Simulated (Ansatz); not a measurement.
Total energies of the cluster Al3H2 from Ansatz at CCSD(T)/def2-TZVPP, gas phase (1 Eh = 27.2114 eV = 2625.5 kJ/mol). The reference geometry is relaxed at B3LYP-D4/def2-TZVP.

```tsv
atom	x (Å)	y (Å)	z (Å)
Al1	-1.723	0.552	-1.049
Al2	-0.797	-0.533	1.003
Al3	0.776	0.547	-1.012
H4	2.335	0.720	-1.345
H5	-0.593	-1.286	2.403
```

| state | geometry | energy (Eh) |
| --- | --- | --- |
| charge 0 doublet | reference | -727.12275 |
| charge 1 singlet | reference | -726.86816 |
| charge 0 quartet | relaxed at B3LYP-D4/def2-TZVP | -727.09553 |
| free Al atom (doublet) | – | -241.92630 |
| free H atom (doublet) | – | -0.49981 |

Correlated methods freeze 15 core orbitals. In CCSD on the charge 0 doublet the largest single amplitude is 0.23, so its Hartree–Fock determinant may place the open shell otherwise than the density functionals do.

Question: Work out the vertical ionisation energy to the singlet.

Answer: E(charge 1 singlet) − E(charge 0 doublet) = -726.86816 − (-727.12275) = 0.25459 Eh = 6.93 eV.

Question: Which of the charge 0 states is lowest, and how far above it are the others?

Answer: The doublet. quartet: -727.09553 − (-727.12275) = 0.02722 Eh = 71.5 kJ/mol.

Question: What is the binding energy per atom against free atoms?

Answer: Atoms: 3 × (-241.92630) + 2 × (-0.49981) = -726.77852 Eh. Binding: -726.77852 − (-727.12275) = 0.34423 Eh = 9.37 eV, or 1.87 eV for each of 5 atoms (no zero-point energy, no counterpoise term).

At CCSD(T)/def2-TZVPP T1 of the charge 0 doublet is large (up to 0.071), so the single-reference result is doubtful. At CCSD(T)/def2-TZVPP the charge 0 doublet is spin-contaminated (final ⟨S²⟩ up to 1.14, 0.75 for a pure state). At CCSD(T)/def2-TZVPP the restricted singlet (for correlated methods, its reference) is unstable: a solution with broken spin symmetry lies lower. 

The structure comes from a short search, and lower isomers may exist.
